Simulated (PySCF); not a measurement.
Mapped SMILES: `[CH3:1][n:2]1[n:3][cH:4][cH:5][n:6]1`. Each H is labelled by its parent atom.

Geometry: PBE0-D3(BJ)/def2-SVP; GIAO shifts from PySCF 2.14.0 with density-fitted response routines, gas phase, non-relativistic, averaged over equivalent atoms.

At WP04/pcSseg-2 (286 basis functions, 25 s wall time on 1 thread of an x86-64 server CPU, shared host):
```csv
atoms,δ (ppm)
C4/C5,144.1
C1,44.6
N3/N6,369.6
N2,274.2
H(C4)/H(C5),7.44
H(C1),4.00
```

Referencing at the same level of theory: 13C (σref 172.10) and 1H (σref 31.61) against TMS; NH3 for 15N (σref 244.72).

Task: Estimate the result of repeating the calculation with B97-2/pcSseg-2.

Result: 
```csv
atoms,δ at B97-2/pcSseg-2,change
C4/C5,139.4,-4.7
C1,43.0,-1.6
N3/N6,358.9,-10.7
N2,270.0,-4.2
H(C4)/H(C5),7.54,+0.10
H(C1),4.07,+0.07
```

Shifts are taken against calculated references (same method and geometry level): TMS for 13C (σref 183.46) and 1H (σref 31.36); 15N (σref 259.60) against NH3.

The largest change is at N3/N6 (pyridine-type nitrogen of an azole). Cost: 286 basis functions, 22 s wall time on 1 thread of an x86-64 server CPU, shared host.

Experimental scales use liquid or dissolved standards, which lie at an offset from isolated NH3 (liquid NH3: subtract about 20 ppm). Unscaled 15N shifts of sp2 nitrogen come out 20 to 40 ppm too high even then.
